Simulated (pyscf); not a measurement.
**Four-centre exchange: ZnH₂ (SMILES [ZnH2]) + H₂Se (SMILES [SeH2]) -> HZn–SeH (SMILES [ZnH][SeH]) + H₂ (SMILES [H][H])**

Gas phase, singlet surface, charge 0. Bonds broken: Zn1–H2, Se4–H5. Bonds formed: Zn1–Se4, H2–H5. Optimised with ωB97X-D3(BJ)/def2-SVP in PySCF.

Transition state (Å):

```xyz
6

Zn     1.4780    -0.1009     0.6843
H      1.0188    -0.4126    -0.9266
H      2.3965     0.6883     1.6348
Se    -0.4287    -1.8418     1.0488
H      0.2999    -1.1125    -0.3405
H     -1.3933    -0.7380     1.1333
```

One imaginary mode, 1177i cm⁻¹; descent along it reached the two sides named, in the forms told below.

```tsv
bond	change	reactant side (Å)	saddle	product side
Zn1–H2	breaks	1.562	1.704	3.1
Se4–H5	breaks	1.465	1.730	3.3
Zn1–Se4	forms	2.8	2.6	2.291
H2–H5	forms	3.4	1.162	0.762
```

Electronic energies relative to the separated reactants (eV):

| level | barrier | reaction energy | reverse barrier |
|---|---|---|---|
| ωB97X-D3(BJ)/def2-TZVP | 0.48 | -1.13 | 1.61 |
| PBE/def2-TZVP | 0.33 | -0.99 | 1.32 |
| r²SCAN/def2-TZVP | 0.32 | -1.04 | 1.36 |
| B3LYP-D3(BJ)/def2-TZVP | 0.53 | -1.00 | 1.52 |
| PBE0-D3(BJ)/def2-TZVP | 0.37 | -1.02 | 1.39 |
| M06-2X/def2-TZVP | 0.41 | -1.20 | 1.61 |
| ωB97M-D3(BJ)/def2-TZVP | 0.65 | -0.94 | 1.59 |
| HF/def2-TZVP | 1.16 | -0.94 | 2.10 |

With ωB97M-D3(BJ)/def2-TZVP energies and thermal terms (ideal gas, 1 atm, RRHO with modes under 100 cm⁻¹ raised to 100, one conformer, R ln 2 for chiral ones without a mode under 150 cm⁻¹), in eV:

```csv
T (K),ΔH‡,ΔG‡,ΔH,ΔG
298,0.61,0.96,-0.96,-0.93
600,0.61,1.32,-0.92,-0.93
900,0.63,1.67,-0.90,-0.94
1200,0.65,2.01,-0.89,-0.95
```

On the reactant side the descent ends in an adduct with a Se–Zn contact, 0.31 eV under the separated species and 0.79 eV under the saddle at ωB97X-D3(BJ)/def2-TZVP. What is counted as formed (Se–Zn) is already present as a longer contact in the reactant adduct; forming that adduct is a step of its own. One saddle was located; it need not be the lowest between these sides. Elements up to Kr have no core potential and no relativistic terms here.
